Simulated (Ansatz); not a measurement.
System: zinc-blende ZnS. Method: RPBE (PAW; Ansatz, a quantum-chemistry and plane-wave program).

Total energies, extrapolated to zero smearing (they compare only within this program, potentials and cutoff; free atoms with spin allowed, lowest state found):

| system | energy (eV/atom) |
|---|---|
| zinc-blende ZnS, relaxed | -2115.8177 |
| free Zn atom | -3323.7042 |
| free S atom | -902.8237 |

Task: Work out the cohesive energy per atom.

Result: E_coh = [1 × (-3323.7042) + 1 × (-902.8237)]/2 − (-2115.8177) = 2.55 eV/atom. The reference value is 3.21 eV/atom (measured, zero-point energy (9/8 kB θD) added and atomic spin-orbit splittings removed, spin-orbit-averaged atoms; as tabulated in Albrecht et al. (1997), arXiv:cond-mat/9706128), a difference of -0.66 eV/atom.

The PAW data were made under PBE.
